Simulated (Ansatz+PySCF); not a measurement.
Values are calculated unless marked as measured or tabulated.
## PySCF 2.14.0 run

```python
from pyscf import gto, scf, mp

mol = gto.M(atom="""
C 0.000000 0.000000 -0.723380
C 0.000000 0.000000 0.723380
H 0.000000 -0.932550 -1.302590
H 0.000000 0.932550 -1.302590
H -0.932550 0.000000 1.302590
H 0.932550 0.000000 1.302590
""", basis='sto-3g', charge=0, spin=0)
mf = scf.RHF(mol)
mf.kernel()
pt = mp.MP2(mf, frozen=2).run()
print(mf.e_tot, pt.e_corr, pt.e_tot)
```

The script is written out from the run's settings.

The run gave:

```json
{
 "Converged": "yes",
 "Reference energy": "-76.85716 hartree",
 "Correlation energy": "-0.15659 hartree",
 "Total energy": "-77.01375 hartree"
}
```

Caution: large amplitudes, a single reference is doubtful; an unrestricted determinant lies well below; the determinant breaks the point group.
